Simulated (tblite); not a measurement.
Compound: C2H2N3 (charge -1).
SMILES with atom numbers: `[cH:1]1[cH:2][n-:3][n:4][n:5]1` (hydrogens: H6 on C1; H7 on C2)

Structure optimised with GFN2-xTB, isolated species.

Task: Give the optimised bond lengths and angles.

Result: 
```
        bond  length (Å)     order
       C1–C2       1.386  aromatic
N3–N4, N4–N5       1.320  aromatic
C1–N5, C2–N3       1.342  aromatic
C1–H6, C2–H7       1.082    single
```

Bonds in one row agree within 0.01 Å and their mean is given. Orders are formal, as drawn. A selection of angles:
```
   angle  degrees
C2–C1–N5    107.3
C2–C1–H6    130.2
N5–C1–H6    122.5
N3–C2–H7    122.5
C2–N3–N4    106.9
N3–N4–N5    111.7
```

The 5-membered ring C1–C2–N3–N4–N5 has internal angles of 106.9° to 111.7°; it is planar, 0.00 Å rms from its mean plane, widest ring torsion 0°. The 5 heavy atoms lie in one plane (0.000 Å rms). C1 (aromatic CH next to a ring nitrogen) is planar (angles 130.2°, 122.5° and 107.3°, sum 360.0°, 0.00 Å off the plane of its three neighbours). N4 (ring nitrogen) is bent (angle 111.7°).

Point group: C2v (every atom within 0.08 Å of its image). Its GFN2-xTB frequencies are all real (lowest 632 cm⁻¹).

All values are computed, not measured.
